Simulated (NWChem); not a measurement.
All runs are NWChem calculations. System: CH₃Cl, charge 0, spin multiplicity 1, displaced from the optimised geometry. Level: CCSD(T)/cc-pVDZ, 6 core orbitals frozen, spin-restricted.

Input file:

```
start mol
memory heap 100 mb stack 700 mb global 1900 mb
geometry units angstroms nocenter noautoz noautosym
  C      1.127872    -0.056818     0.000000
  Cl    -0.660971     0.033297     0.000000
  H      1.966900    -1.406487     2.261618
  H      1.463483    -0.596686    -0.904647
  H      1.542311     0.968228     0.000000
end
basis spherical
  * library cc-pvdz
end
scf
  rhf
  nopen 0
  maxiter 100
  thresh 1e-7
  semidirect memsize 60000000 filesize 0
end
ccsd
  freeze core 6
  maxiter 60
end
task ccsd(t) energy
```

Output (cleaned and shortened):

```
             Northwest Computational Chemistry Package (NWChem) 7.3.0
             --------------------------------------------------------

                                NWChem Input Module
                                -------------------

 Scaling coordinates for geometry "geometry" by  1.889725989
 (inverse scale =  0.529177249)

                             Geometry "geometry" -> ""
                             -------------------------

 Output coordinates in angstroms (scale by  1.889725989 to convert to a.u.)

  No.       Tag          Charge          X              Y              Z
 ---- ---------------- ---------- -------------- -------------- --------------
    1 C                    6.0000     1.12787200    -0.05681800     0.00000000
    2 Cl                  17.0000    -0.66097100     0.03329700     0.00000000
    3 H                    1.0000     1.96690000    -1.40648700     2.26161800
    4 H                    1.0000     1.46348300    -0.59668600    -0.90464700
    5 H                    1.0000     1.54231100     0.96822800     0.00000000

 Effective nuclear repulsion energy (a.u.)      47.5535364829

            Nuclear Dipole moment (a.u.)
            ----------------------------
        X                 Y               Z
 ---------------- ---------------- ----------------
     0.9513239674    -1.5303076645     2.5643033644


 Summary of "ao basis" -> "" (spherical)
 ------------------------------------------------------------------------------
       Tag                 Description            Shells   Functions and Types
 ---------------- ------------------------------  ------  ---------------------
 *                          cc-pvdz                   on all atoms

 Summary of "ao basis" -> "ao basis" (spherical)
 ------------------------------------------------------------------------------
       Tag                 Description            Shells   Functions and Types
 ---------------- ------------------------------  ------  ---------------------
 C                          cc-pvdz                  6       14   3s2p1d
 Cl                         cc-pvdz                  8       18   4s3p1d
[...]
 ccsd(t): done        4 out of       34 progress:   11.8%
 ccsd(t): done        5 out of       34 progress:   14.7%
 ccsd(t): done        6 out of       34 progress:   17.6%
 ccsd(t): done        7 out of       34 progress:   20.6%
 ccsd(t): done        8 out of       34 progress:   23.5%
 ccsd(t): done        9 out of       34 progress:   26.5%
 ccsd(t): done       10 out of       34 progress:   29.4%
 ccsd(t): done       11 out of       34 progress:   32.4%
 ccsd(t): done       12 out of       34 progress:   35.3%
 ccsd(t): done       13 out of       34 progress:   38.2%
 ccsd(t): done       14 out of       34 progress:   41.2%
 ccsd(t): done       15 out of       34 progress:   44.1%
 ccsd(t): done       16 out of       34 progress:   47.1%
 ccsd(t): done       17 out of       34 progress:   50.0%
 ccsd(t): done       18 out of       34 progress:   52.9%
 ccsd(t): done       19 out of       34 progress:   55.9%
 ccsd(t): done       20 out of       34 progress:   58.8%
 ccsd(t): done       21 out of       34 progress:   61.8%
 ccsd(t): done       22 out of       34 progress:   64.7%
 ccsd(t): done       23 out of       34 progress:   67.6%
 ccsd(t): done       24 out of       34 progress:   70.6%
 ccsd(t): done       25 out of       34 progress:   73.5%
 ccsd(t): done       26 out of       34 progress:   76.5%
 ccsd(t): done       27 out of       34 progress:   79.4%
 ccsd(t): done       28 out of       34 progress:   82.4%
 ccsd(t): done       29 out of       34 progress:   85.3%
 ccsd(t): done       30 out of       34 progress:   88.2%
 ccsd(t): done       31 out of       34 progress:   91.2%
 ccsd(t): done       32 out of       34 progress:   94.1%
 ccsd(t): done       33 out of       34 progress:   97.1%
 ccsd(t): done       34 out of       34 progress:  100.0%
 Time for integral evaluation pass     1        1.45
 Time for triples evaluation pass      1        0.25

 pseudo-e(mp4)  -0.28888994722006E-01
 pseudo-e(mp5)   0.30297738375551E-02
        e(t)    -0.25859220884451E-01

 --------------
 CCSD(T) Energy
 --------------
 Reference energy:                    -498.865532436885189

 CCSD corr. energy:                     -0.387272539230692
 T(CCSD) corr. energy:                  -0.028888994722006
 Total CCSD+T(CCSD) energy:           -499.281693970837864

 CCSD corr. energy:                     -0.387272539230692
 (T) corr. energy:                      -0.025859220884451
 Total CCSD(T) energy:                -499.278664197000353

 routine      calls  cpu(0)   cpu-min  cpu-ave  cpu-max   i/o
 aoccsd          1     0.00     0.00     0.00     0.00    0.00
 iterdrv         1     0.01     0.01     0.01     0.01    0.00
 pampt          14     0.02     0.02     0.02     0.02    0.00
 t2pm           14     0.04     0.04     0.04     0.04    0.00
 sxy            14     0.14     0.14     0.14     0.14    0.00
 ints      1064840    14.27    14.27    14.27    14.27    0.00
 t2eri        3864     0.69     0.69     0.69     0.69    0.00
 idx2         3864     0.20     0.20     0.20     0.20    0.00
 idx34          14     0.02     0.02     0.02     0.02    0.00
 ht2pm          14     0.05     0.05     0.05     0.05    0.00
 itm            14     0.17     0.17     0.17     0.17    0.00
 pdiis          14     0.01     0.01     0.01     0.01    0.00
 triples         1     0.00     0.00     0.00     0.00    0.00
 rdtrpo          1     0.00     0.00     0.00     0.00    0.00
 trpmos          1     1.45     1.45     1.45     1.45    0.00
 trpdrv          1     0.05     0.05     0.05     0.05    0.00
 dovvv       13328     0.08     0.08     0.08     0.08    0.00
 doooo       13328     0.03     0.03     0.03     0.03    0.00
 tengy       11662     0.08     0.08     0.08     0.08    0.00
 Total                17.29    17.29    17.29    17.29    0.00

 Task  times  cpu:       19.4s     wall:       19.4s

 Total times  cpu:       19.4s     wall:       19.4s
```
